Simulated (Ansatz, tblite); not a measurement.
# PF3: rung by rung, part 3 of 3

Aim: run the singlet of PF3 at one geometry on many levels, and compare frontier levels, spin and run time.

Ansatz 0.2.0, Gaussian basis; as each input shows.

### 36 MP2/def2-QZVPP

The input, in.yaml:

```yaml
crystal:
  periodic: [false, false, false]
  atoms:
    - {symbol: P, position_ang: [-0.004619, 0.004466, 0.587358]}
    - {symbol: F, position_ang: [1.369797, -0.029651, -0.184829]}
    - {symbol: F, position_ang: [-0.658137, 1.197567, -0.210078]}
    - {symbol: F, position_ang: [-0.707051, -1.172381, -0.192450]}
basis:
  gaussian: {orbitals: "def2-QZVPP.json", initial_orbitals: start.molden}
correlation: {method: mp2}
scf: {omitted_lower_state_checks: [starts]}
output: {orbitals: {seedname: orbitals}}
```

Launch:

```bash
> ansatz run in.yaml --threads 2 --pin off --events-out ev --progress --plain --max-ram 4352MiB
```

The log of the run, shortened:

```text
Functional definition: HF
  name "HF"
  cite "Fock, Z. Phys. 61, 126 (1930) doi:10.1007/BF01340294"
  parent pbe
[...]
1506 factors; integrals over basis functions are off by at most 7.4e-4 eV
[...]
mean field -17397.41920157 eV, -639.3433632634 hartree, gradient 2.0e-6 eV, S^2 0.000000; 0 other end points of the search recorded, 0 dependent functions left out
8 core orbitals not correlated: weight in the atoms' cores, before any rotation towards them, 1.000 or more for the frozen orbitals, at most 0.000 for the correlated occupied ones
reference -17397.41920157 eV, -639.3433632634 hartree; 13, 13 occupied and 220, 220 virtual orbitals, 1506 factors
second order -26.54001028 eV of doubles, -0.00000000 eV of singles
Total energy: -17423.95921185 eV, -640.3186906517 hartree
Checks for a lower state left out: starts
```

Run time: 6 s. Hardware: 2 threads of Intel Xeon 6975P-C, shared host; peak memory 0.6 GiB.

From the report: Hartree-Fock HOMO -12.72 eV, LUMO 3.00 eV.

### 37 Levels side by side

| level | functions | HOMO (eV) | LUMO (eV) | gap (eV) | time |
| --- | --- | --- | --- | --- | --- |
| HF/6-31G | 40 | -13.47 | 3.21 | 16.69 | 0.15 s |
| HF/def2-TZVP | 130 | -12.69 | 3.36 | 16.04 | 0.6 s |
| LDA/def2-TZVP | 130 | -7.92 | -1.43 | 6.49 | 0.9 s |
| PBE-D4/def2-SVP | 60 | -7.51 | -0.62 | 6.89 | 0.55 s |
| PBE-D4/def2-TZVP | 130 | -7.74 | -1.16 | 6.58 | 0.9 s |
| PBE-D4/def2-TZVPD | 163 | -7.88 | -1.39 | 6.49 | 1.3 s |
| revPBE-D4/def2-TZVP | 130 | -7.67 | -1.06 | 6.61 | 1.1 s |
| BLYP-D4/def2-TZVP | 130 | -7.68 | -1.07 | 6.60 | 1 s |
| r2SCAN-D4/def2-TZVP | 130 | -8.05 | -0.89 | 7.16 | 1.6 s |
| r2SCAN-D4/def2-TZVPD | 163 | -8.14 | -1.05 | 7.09 | 2.1 s |
| B97M-V/def2-TZVP | 130 | -8.16 | -0.89 | 7.27 | 2.9 s |
| r2SCANh-D4/def2-TZVP | 130 | -8.60 | -0.54 | 8.05 | 2.1 s |
| B3LYP-D4/6-31G | 40 | -9.34 | -0.49 | 8.85 | 0.45 s |
| B3LYP-D4/def2-TZVP | 130 | -9.02 | -0.48 | 8.54 | 0.96 s |
| PBE0-D4/def2-SVP | 60 | -9.10 | 0.29 | 9.39 | 0.65 s |
| PBE0-D4/def2-TZVP | 130 | -9.21 | -0.20 | 9.00 | 1.3 s |
| PBE0-D4/def2-TZVPD | 163 | -9.30 | -0.46 | 8.84 | 1.5 s |
| r2SCAN0-D4/def2-TZVP | 130 | -9.41 | -0.03 | 9.38 | 1.7 s |
| HSE06-D4/def2-TZVP | 130 | -8.80 | -0.59 | 8.21 | 1.3 s |
| BHLYP-D4/def2-TZVP | 130 | -10.62 | 0.77 | 11.39 | 1.1 s |
| CAM-B3LYP-D4/def2-TZVP | 130 | -10.69 | 0.89 | 11.58 | 1.3 s |
| LC-ωPBE/def2-TZVP | 130 | -11.99 | 2.20 | 14.18 | 1.3 s |
| ωB97X-V/def2-TZVP | 130 | -11.63 | 2.07 | 13.70 | 2.3 s |
| ωB97M-V/def2-TZVP | 130 | -11.50 | 1.89 | 13.38 | 2.9 s |
| LC-ωPBE(0.10)/def2-TZVP | 130 | -9.25 | 0.25 | 9.50 | 1.5 s |
| LC-ωPBE(0.15)/def2-TZVP | 130 | -9.90 | 0.82 | 10.71 | 0.96 s |
| LC-ωPBE(0.20)/def2-TZVP | 130 | -10.46 | 1.27 | 11.73 | 1.1 s |
| LC-ωPBE(0.30)/def2-TZVP | 130 | -11.35 | 1.87 | 13.22 | 1.3 s |

The pieces so far (eV):

| basis | HF | MP2 correlation | CCSD correlation | (T) | total |
| --- | --- | --- | --- | --- | --- |
| def2-TZVPP | -17396.7193 | -24.1887 | -24.3748 | -0.7640 | -17421.8581 |
| def2-TZVP | -17396.7038 | -24.1368 |  |  | -17420.8406 (MP2) |
| def2-QZVPP | -17397.4192 | -26.5400 |  |  | -17423.9592 (MP2) |

### 38 Binding energy

Free atoms were run apart at each level; binding is atoms less cluster, divided by the number of atoms, without zero-point or spin-orbit terms.

Differences are taken before rounding.

| method | binding an atom (eV) | from CCSD(T)/def2-TZVPP (eV) | time |
| --- | --- | --- | --- |
| HF/6-31G | 1.182 | -2.570 | 0.15 s |
| HF/def2-TZVP | 2.529 | -1.222 | 0.6 s |
| HF/def2-TZVPP | 2.533 | -1.218 |  |
| HF/def2-QZVPP | 2.562 | -1.189 |  |
| LDA/def2-TZVP | 4.787 | +1.035 | 0.9 s |
| PBE-D4/def2-SVP | 3.938 | +0.186 | 0.55 s |
| PBE-D4/def2-TZVP | 4.070 | +0.319 | 0.9 s |
| PBE-D4/def2-TZVPD | 4.068 | +0.316 | 1.3 s |
| revPBE-D4/def2-TZVP | 3.889 | +0.137 | 1.1 s |
| BLYP-D4/def2-TZVP | 3.990 | +0.239 | 1 s |
| r2SCAN-D4/def2-TZVP | 3.914 | +0.163 | 1.6 s |
| r2SCAN-D4/def2-TZVPD | 3.917 | +0.165 | 2.1 s |
| B97M-V/def2-TZVP | 3.933 | +0.181 | 2.9 s |
| r2SCANh-D4/def2-TZVP | 3.840 | +0.088 | 2.1 s |
| B3LYP-D4/6-31G | 2.714 | -1.037 | 0.45 s |
| B3LYP-D4/def2-TZVP | 3.892 | +0.140 | 0.96 s |
| PBE0-D4/def2-SVP | 3.674 | -0.077 | 0.65 s |
| PBE0-D4/def2-TZVP | 3.851 | +0.100 | 1.3 s |
| PBE0-D4/def2-TZVPD | 3.854 | +0.102 | 1.5 s |
| r2SCAN0-D4/def2-TZVP | 3.734 | -0.018 | 1.7 s |
| HSE06-D4/def2-TZVP | 3.856 | +0.105 | 1.3 s |
| BHLYP-D4/def2-TZVP | 3.632 | -0.120 | 1.1 s |
| CAM-B3LYP-D4/def2-TZVP | 3.962 | +0.211 | 1.3 s |
| LC-ωPBE/def2-TZVP | 3.911 | +0.160 | 1.3 s |
| ωB97X-V/def2-TZVP | 3.964 | +0.212 | 2.3 s |
| ωB97M-V/def2-TZVP | 3.981 | +0.229 | 2.9 s |
| B2PLYP/def2-TZVP | 3.872 | +0.120 | 2.4 s |
| PBE-QIDH/def2-TZVP | 3.809 | +0.057 | 2.1 s |
| RPA/def2-TZVP | 3.477 | -0.275 | 2 s |
| MP2/def2-TZVP | 3.973 | +0.222 | 1.2 s |
| MP2/def2-QZVPP | 4.094 | +0.342 | 6 s |
| CCSD/def2-TZVPP | 3.657 | -0.095 |  |
| CCSD(T)/def2-TZVPP | 3.752 | 0 | 12 s |

Among the levels timed on like hardware and quicker than the yardstick, those that no quicker one beats, quickest first: HF/6-31G (0.15 s, -2.570 eV); B3LYP-D4/6-31G (0.45 s, -1.037 eV); PBE-D4/def2-SVP (0.55 s, +0.186 eV); PBE0-D4/def2-SVP (0.65 s, -0.077 eV); r2SCAN0-D4/def2-TZVP (1.7 s, -0.018 eV).

### 39 Outcome

The summary covers parts 1 to 3.

| quantity | value |
| --- | --- |
| gap in def2-TZVP, named functionals and Hartree-Fock, smallest and largest | 6.49 eV (LDA), 16.04 eV (HF) |
| gap over the ω (1/bohr) | 9.50 eV at 0.1, 14.18 eV at 0.4 |
| correlation energy, CCSD(T)/def2-TZVPP | -25.14 eV |
| correlation energy, MP2/def2-TZVP | -24.14 eV |
| correlation energy, MP2/def2-QZVPP | -26.54 eV |
| binding an atom, CCSD(T)/def2-TZVPP | 3.752 eV |
| PBE0 total energy, smallest basis above largest | 14.26 eV (def2-SVP, def2-TZVPD) |

Over the named functionals and Hartree-Fock in def2-TZVP the gap runs from 6.49 eV (LDA) to 16.04 eV (HF); exact exchange widens it. Raising the ω (1/bohr) from 0.1 to 0.4 moves the HOMO by -2.74 eV and the LUMO by +1.95 eV. A small miss in a minimal or small basis is a cancelling of errors, not accuracy. The functionals in def2-TZVP miss CCSD(T)/def2-TZVPP by -0.120 (BHLYP-D4) to +1.035 eV (LDA) an atom. The reference is CCSD(T) in one finite basis, so it carries an error of its own, often a tenth of an eV or more, and near misses can't be ranked.

r2SCAN0-D4/def2-TZVP reaches 0.018 eV from the reference in 1.7 s, where CCSD(T)/def2-TZVPP took 12 s; the quickest level in the cost chart, HF/6-31G, takes 0.15 s and misses by 2.570 eV. The slowest run with a step of its own, CCSD(T)/def2-TZVPP, took 12 s; the quickest functional in def2-TZVP took 0.9 s (shared host).
